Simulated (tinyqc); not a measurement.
Inside a calculation (part 2 of 2). Method: RKS/LDA (VWN5) in the sto-3g basis, for H2O, spin multiplicity 1. Computed by tinyqc, a small Python program that keeps every step (integrals from PySCF). Command: `OMP_NUM_THREADS=1 python tinyqc.py 24816 24817 out.jsonl` (the two numbers bound the seeds that draw the settings). One thread of a shared host (Intel(R) Xeon(R) Processor @ 2.60GHz), about 0.6 s of CPU time with the checks.

Geometry (angstrom):
```
atom         x          y         z
O     0.000000   0.000000  0.000000
H     0.000000   1.131000  0.774000
H     0.000000  -1.131000  0.774000
```

## Iteration 2: diagonalisation and new density

Kohn-Sham matrix F (hartree), order 1O 1s, 1O 2s, 1O 2px, 1O 2py, 1O 2pz, 2H 1s, 3H 1s:
```
[[-19.545722, -5.051073, 0.000000, 0.000000, 0.012941, -0.442412, -0.442412],
 [-5.051073, -2.667144, 0.000000, 0.000000, 0.090731, -0.445064, -0.445064],
 [0.000000, 0.000000, -0.835643, 0.000000, 0.000000, 0.000000, 0.000000],
 [0.000000, 0.000000, 0.000000, -0.899730, 0.000000, -0.196925, 0.196925],
 [0.012941, 0.090731, 0.000000, 0.000000, -0.908404, -0.119306, -0.119306],
 [-0.442412, -0.445064, 0.000000, -0.196925, -0.119306, -0.013462, -0.079012],
 [-0.442412, -0.445064, 0.000000, 0.196925, -0.119306, -0.079012, -0.013462]]
```

X, order 1O 1s, 1O 2s, 1O 2px, 1O 2py, 1O 2pz, 2H 1s, 3H 1s:
```
[[1.022754, -0.128916, 0.000000, 0.000000, -0.003281, 0.013344, 0.013344],
 [-0.128916, 1.074030, 0.000000, 0.000000, 0.027573, -0.133633, -0.133633],
 [0.000000, 0.000000, 1.000000, 0.000000, 0.000000, 0.000000, 0.000000],
 [0.000000, 0.000000, 0.000000, 1.033476, 0.000000, -0.111000, 0.111000],
 [-0.003281, 0.027573, 0.000000, 0.000000, 1.014589, -0.071005, -0.071005],
 [0.013344, -0.133633, 0.000000, -0.111000, -0.071005, 1.050571, -0.025715],
 [0.013344, -0.133633, 0.000000, 0.111000, -0.071005, -0.025715, 1.050571]]
```

Diagonalise F' = X^T F X, C = X C', fill 5 alpha and 5 beta electrons from the bottom; D = 2 C_occ C_occ^T. Each column has its largest component positive (the first on a tie).

F' = X^T F X (hartree):
```
[[-19.178830, -2.591708, 0.000000, 0.000000, -0.012227, -0.018077, -0.018077],
 [-2.591708, -1.774686, 0.000000, 0.000000, 0.114072, -0.187063, -0.187063],
 [0.000000, 0.000000, -0.835643, 0.000000, 0.000000, 0.000000, 0.000000],
 [0.000000, 0.000000, 0.000000, -0.869000, 0.000000, -0.128513, 0.128513],
 [-0.012227, 0.114072, 0.000000, 0.000000, -0.894916, -0.077474, -0.077474],
 [-0.018077, -0.187063, 0.000000, -0.128513, -0.077474, 0.116561, -0.031305],
 [-0.018077, -0.187063, 0.000000, 0.128513, -0.077474, -0.031305, 0.116561]]
```

orbital energies (hartree): [-19.556777, -1.456870, -0.900507, -0.894278, -0.835643, 0.144748, 0.179373]

coefficients C, order 1O 1s, 1O 2s, 1O 2px, 1O 2py, 1O 2pz, 2H 1s, 3H 1s:
```
[[0.993512, -0.265070, 0.000000, -0.041124, 0.000000, 0.063196, 0.000000],
 [0.026770, 1.020006, 0.000000, 0.157936, 0.000000, -0.374918, 0.000000],
 [0.000000, 0.000000, 0.000000, 0.000000, 1.000000, 0.000000, 0.000000],
 [0.000000, 0.000000, 0.991474, 0.000000, 0.000000, 0.000000, -0.331200],
 [0.000190, -0.159849, 0.000000, 0.981460, 0.000000, -0.226779, 0.000000],
 [-0.003719, -0.009250, 0.020626, 0.018168, 0.000000, 0.740144, 0.768824],
 [-0.003719, -0.009250, -0.020626, 0.018168, 0.000000, 0.740144, -0.768824]]
```

D after iteration 2, order 1O 1s, 1O 2s, 1O 2px, 1O 2py, 1O 2pz, 2H 1s, 3H 1s:
```
[[2.118038, -0.500544, 0.000000, 0.000000, 0.004396, -0.003981, -0.003981],
 [-0.500544, 2.132146, 0.000000, 0.000000, -0.016068, -0.013331, -0.013331],
 [0.000000, 0.000000, 2.000000, 0.000000, 0.000000, 0.000000, 0.000000],
 [0.000000, 0.000000, 0.000000, 1.966042, 0.000000, 0.040901, -0.040901],
 [0.004396, -0.016068, 0.000000, 0.000000, 1.977633, 0.038619, 0.038619],
 [-0.003981, -0.013331, 0.000000, 0.040901, 0.038619, 0.001710, 0.000008],
 [-0.003981, -0.013331, 0.000000, -0.040901, 0.038619, 0.000008, 0.001710]]
```

## Iteration 12 (converged): orbitals

converged F (hartree), order 1O 1s, 1O 2s, 1O 2px, 1O 2py, 1O 2pz, 2H 1s, 3H 1s:
```
[[-18.195730, -4.752147, 0.000000, 0.000000, -0.012909, -0.416930, -0.416930],
 [-4.752147, -1.886004, 0.000000, 0.000000, -0.071561, -0.351761, -0.351761],
 [0.000000, 0.000000, -0.056945, 0.000000, 0.000000, 0.000000, 0.000000],
 [0.000000, 0.000000, 0.000000, -0.133561, 0.000000, -0.151746, 0.151746],
 [-0.012909, -0.071561, 0.000000, 0.000000, -0.111647, -0.113758, -0.113758],
 [-0.416930, -0.351761, 0.000000, -0.151746, -0.113758, -0.188812, -0.071944],
 [-0.416930, -0.351761, 0.000000, 0.151746, -0.113758, -0.071944, -0.188812]]
```

As before.

F' = X^T F X (hartree):
```
[[-17.831814, -2.544748, 0.000000, 0.000000, -0.020666, -0.015330, -0.015330],
 [-2.544748, -1.000676, 0.000000, 0.000000, -0.034790, -0.155012, -0.155012],
 [0.000000, 0.000000, -0.056945, 0.000000, 0.000000, 0.000000, 0.000000],
 [0.000000, 0.000000, 0.000000, -0.075901, 0.000000, -0.143246, 0.143246],
 [-0.020666, -0.034790, 0.000000, 0.000000, -0.087098, -0.093260, -0.093260],
 [-0.015330, -0.155012, 0.000000, -0.143246, -0.093260, -0.090382, -0.024228],
 [-0.015330, -0.155012, 0.000000, 0.143246, -0.093260, -0.024228, -0.090382]]
```

orbital energies (hartree): [-18.208342, -0.711236, -0.273666, -0.171552, -0.056945, 0.056932, 0.131611]

coefficients C, order 1O 1s, 1O 2s, 1O 2px, 1O 2py, 1O 2pz, 2H 1s, 3H 1s:
```
[[0.992926, -0.251417, 0.000000, 0.093835, 0.000000, -0.071381, 0.000000],
 [0.029117, 0.936410, 0.000000, -0.430673, 0.000000, 0.378743, 0.000000],
 [0.000000, 0.000000, 0.000000, 0.000000, 1.000000, 0.000000, 0.000000],
 [0.000000, 0.000000, 0.629856, 0.000000, 0.000000, 0.000000, 0.834264],
 [0.001943, 0.113717, 0.000000, 0.707169, 0.000000, 0.726100, 0.000000],
 [-0.004305, 0.126896, 0.452205, 0.397549, 0.000000, -0.611618, -0.622115],
 [-0.004305, 0.126896, -0.452205, 0.397549, 0.000000, -0.611618, 0.622115]]
```

D after iteration 12, order 1O 1s, 1O 2s, 1O 2px, 1O 2py, 1O 2pz, 2H 1s, 3H 1s:
```
[[2.115835, -0.493860, 0.000000, 0.000000, 0.079392, 0.002252, 0.002252],
 [-0.493860, 2.126379, 0.000000, 0.000000, -0.396033, -0.105025, -0.105025],
 [0.000000, 0.000000, 2.000000, 0.000000, 0.000000, 0.000000, 0.000000],
 [0.000000, 0.000000, 0.000000, 0.793437, 0.000000, 0.569648, -0.569648],
 [0.079392, -0.396033, 0.000000, 0.000000, 1.026048, 0.591112, 0.591112],
 [0.002252, -0.105025, 0.000000, 0.569648, 0.591112, 0.757311, -0.060646],
 [0.002252, -0.105025, 0.000000, -0.569648, 0.591112, -0.060646, 0.757311]]
```

## Convergence

Stop when the energy changes by less than 1e-08 hartree and every element of the error matrix X^T (F D S - S D F) X is below 3e-05.

Course of the cycle:
```
iteration   E (hartree)     change  largest element of the error matrix
1          -73.72949739          -                             5.23e-01
2          -73.12086190   6.09e-01                             6.17e-01
3          -73.29476811  -1.74e-01                             4.97e-01
4          -73.06621638   2.29e-01                             5.96e-01
5          -74.45879222  -1.39e+00                             1.56e-01
6          -74.39443309   6.44e-02                             2.60e-01
7          -74.45449221  -6.01e-02                             1.67e-01
8          -74.48920456  -3.47e-02                             6.72e-02
9          -74.49593472  -6.73e-03                             5.24e-03
10         -74.49597473  -4.00e-05                             2.70e-04
11         -74.49597483  -1.04e-07                             2.25e-05
12         -74.49597483  -7.04e-10                             4.33e-06
```

PySCF RKS in the same basis, fine grid = -74.62890165 hartree

Converged in 12 iterations. The coarse grid moves the energy by +1.33e-01 hartree.

## Populations, bond orders and dipole

overlap S, order 1O 1s, 1O 2s, 1O 2px, 1O 2py, 1O 2pz, 2H 1s, 3H 1s:
```
[[1.000000, 0.236704, 0.000000, 0.000000, 0.000000, 0.020500, 0.020500],
 [0.236704, 1.000000, 0.000000, 0.000000, 0.000000, 0.249486, 0.249486],
 [0.000000, 0.000000, 1.000000, 0.000000, 0.000000, 0.000000, 0.000000],
 [0.000000, 0.000000, 0.000000, 1.000000, 0.000000, 0.197952, -0.197952],
 [0.000000, 0.000000, 0.000000, 0.000000, 1.000000, 0.135469, 0.135469],
 [0.020500, 0.249486, 0.000000, 0.197952, 0.135469, 1.000000, 0.076345],
 [0.020500, 0.249486, 0.000000, -0.197952, 0.135469, 0.076345, 1.000000]]
```

Mulliken: Z minus the diagonal of D S on the atom; Loewdin: the same with S^(1/2) D S^(1/2); Mayer order: 2 sum_s sum (D(s) S)_ij (D(s) S)_ji over the two atoms.

Charges (e):
```
atom   Mulliken    Loewdin
1O    -0.161270  -0.130669
2H     0.080635   0.065334
3H     0.080635   0.065334
```

Mayer bond orders:
```
pair     order
2-1   0.989695
3-1   0.989695
3-2   0.003803
```

dipole moment about the origin, x y z (debye): [0.000000, 0.000000, 1.104598]
